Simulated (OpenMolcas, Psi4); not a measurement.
SiH4O (silanol): the HOMO–LUMO gap, rung by rung

SiH4O has 6 atoms, charge 0, and is taken as a singlet. As SMILES, `O[SiH3]`. The coordinates come from a PBE0-D4/def2-TZVP relaxation.

Quantity: the HOMO–LUMO gap, in eV. The values are calculated.

```tsv
level	kind	program	value (eV)	CPU time
HF/cc-pVTZ	Hartree–Fock	OpenMolcas	15.72	20 s
HF/cc-pVTZ (density fitting)	Hartree–Fock	Psi4	15.72	1.8 s
SVWN5/cc-pVTZ	LDA	OpenMolcas	6.34	35 s
BLYP/cc-pVTZ	GGA	OpenMolcas	6.46	46 s
M06-L/cc-pVTZ	meta-GGA	OpenMolcas	7.55	61 s
TPSS/cc-pVTZ	meta-GGA	OpenMolcas	6.91	65 s
BHLYP/cc-pVTZ	global hybrid	OpenMolcas	11.19	49 s
PBE0/cc-pVTZ	global hybrid	OpenMolcas	8.91	45 s
```

The values span 6.34 to 15.72 eV. Orbital gaps aren't excitation energies; they tend to grow with the share of exact exchange. CPU times are rough (shared hosts, several kinds of processor and program).
